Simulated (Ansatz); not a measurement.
**Lattice parameter a of some fcc solids**

Method: PBE-D3(BJ) (Ansatz, a program for electronic structure, PAW). References are measured values corrected to a static lattice. The table is a random draw of 10 from 12 solids with such references.

Values in Å.

```csv
solid,reference,PBE-D3(BJ),error (%)
fcc Pd,3.876,3.892,+0.41
fcc Ir,3.831,3.841,+0.26
fcc Rh,3.794,3.795,+0.03
fcc Sr,6.045¶,5.932,-1.87
fcc Pb,4.902¶,4.959,+1.16
fcc Ni,3.508,3.480,-0.80
fcc Ag,4.062,4.073,+0.27
fcc Au,4.062,4.102,+0.98
fcc Al,4.018,3.983,-0.87
fcc Pt,3.913,3.930,+0.43
```

Over these 10 solids the mean error is 0.00 %, the mean absolute error 0.71 % (median 0.62 %), and the worst case fcc Sr at -1.87 %; the value is too high in 7 of 10 cases. Over all 12, from unrounded values, the mean error is -0.25 % and the mean absolute error 0.84 % (median 0.84 %).

All these references are brought to a static lattice.

Spin–orbit coupling is left out, also for the solids with elements from indium on (fcc Ir, fcc Pb, fcc Au, fcc Pt); its size isn't shown.

¶ marks references of a special kind: fcc Sr, 6.045 Å (measured, low-temperature or extrapolated to 0 K; zero-point anharmonic expansion removed; as tabulated in Csonka et al. (2009), arXiv:0903.4037); fcc Pb, 4.902 Å (measured, low-temperature or extrapolated to 0 K; zero-point anharmonic expansion removed, our sources range from 4.902 to 4.912; as tabulated in Csonka et al. (2009), arXiv:0903.4037).

Differences are worked out from the printed values.

Caveats: a distance lies near a switch of the dispersion term, which can move the cell (fcc Pb). Ansatz's density-functional and Hartree–Fock values are scalar-relativistic unless marked +SOC, with PAW data made under PBE.

Ansatz's runs of these crystals have no spin polarisation, but for fcc Ni.

Density-functional runs with spin start from parallel moments for fcc Ni.

Of the class's solids with a reference value and a result at some level, none was set aside. At least 1 more with a reference value is held back for tests. Solids without a released value at any level aren't counted. Layered and molecular crystals are counted apart. The metals Ce to Yb are counted apart.

References as tabulated in Mejia-Rodriguez and Trickey (2018), arXiv:1807.09216; Csonka et al. (2009), arXiv:0903.4037.
